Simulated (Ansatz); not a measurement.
## Worked example: correlation energy of Si, triplet

A free Si atom.

Basis def2-TZVPD; Ansatz 0.2.0. Correlated methods freeze the noble-gas cores, which leaves 4 electrons in 38 orbitals. R marks a restricted (for open shells ROHF) determinant, U an unrestricted one.

Full CI isn't at hand for all of this; UCCSDT(Q) serves as the reference, and is uncertain by about the last step of the cluster series.

Runs differ by some tens of microhartree through their thresholds and, for an open shell, their frozen cores, so steps under 0.03 kcal/mol mean nothing.

```json
{"level": "UHF", "total energy (hartree)": "-288.850870"}
{"level": "UMP2", "total energy (hartree)": "-288.906061"}
{"level": "UCCSD", "total energy (hartree)": "-288.924600"}
{"level": "UCCSD(T)", "total energy (hartree)": "-288.927066"}
{"level": "UCCSDT", "total energy (hartree)": "-288.927843"}
{"level": "UCCSDT(Q)", "total energy (hartree)": "-288.927904"}
```

Q: What is the correlation energy at UCCSDT(Q), and what share of it do UMP2 and UCCSD recover?

A: E(corr) = -288.927904 − (-288.850870) = -0.077034 hartree = -2.096 eV. UMP2: -0.055191 / -0.077034 = 71.64 %. UCCSD: -0.073730 / -0.077034 = 95.71 %.

Q: By how many kcal/mol does UCCSD(T) miss UCCSDT(Q) (1 hartree = 627.509 kcal/mol), and which steps make up the rest?

A: -288.927066 − (-288.927904) = 0.000838 hartree = 0.53 kcal/mol. Steps: UCCSDT − UCCSD(T) = -0.49, UCCSDT(Q) − UCCSDT = -0.04 kcal/mol. That is within 1 kcal/mol of the reference in this basis, which itself misses far more of the correlation at the basis-set limit.
